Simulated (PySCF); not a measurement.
## Bond curve of SO⁺

Set-up: basis S jorge-DZP-DKH, O jorge-DZP-DKH; spin-free X2C with a Gaussian nucleus; PySCF 2.14. Energies in eV from S⁺ + O in their ground configurations at the same level. State: ²Π (doublet), unpaired electrons π ↑.

All columns are PBE. A positive dipole points towards O; it is taken about the centre of mass and depends on that origin.

```tsv
R (Å)	E (eV)	μ (D)	Mulliken charge on S (basis-dependent)	HOMO (eV)	LUMO (eV)	Mayer bond order	⟨S²⟩
1.244	-3.000	-1.89	0.97	-13.92	-13.80	2.42	0.75
1.302	-4.322	-2.00	0.96	-14.19	-14.08	2.42	0.75
1.360	-5.094	-2.08	0.96	-14.44	-14.34	2.41	0.75
1.404	-5.407	-2.14	0.96	-14.62	-14.52	2.41	0.75
1.447	-5.548	-2.18	0.95	-14.79	-14.69	2.40	0.75
1.490	-5.557	-2.22	0.95	-14.95	-14.85	2.40	0.75
1.548	-5.414	-2.25	0.95	-15.14	-15.05	2.40	0.75
1.621	-5.065	-2.28	0.95	-15.35	-15.26	2.40	0.75
1.708	-4.495	-2.29	0.95	-15.56	-15.48	2.40	0.75
1.823	-3.618	-2.30	0.93	-15.78	-15.70	2.41	0.75
```

A fit through these points gives, at Re = 1.471 Å, μ = -2.20 D and dμ/dR = -0.817 D/Å; the reduced mass is 10.66 u.

How strong is the fundamental in the double-harmonic approximation, I = 42.26·(dμ/dR)²/μred km/mol?

I = 42.26·(-0.817)²/10.66 = 2.65 km/mol at PBE.

For an ion De counts to the pair picked by the measured ionisation energies or electron affinities, which need not be the lowest pair at this level. The state was picked by a PBE0 search and need not be the measured ground state.
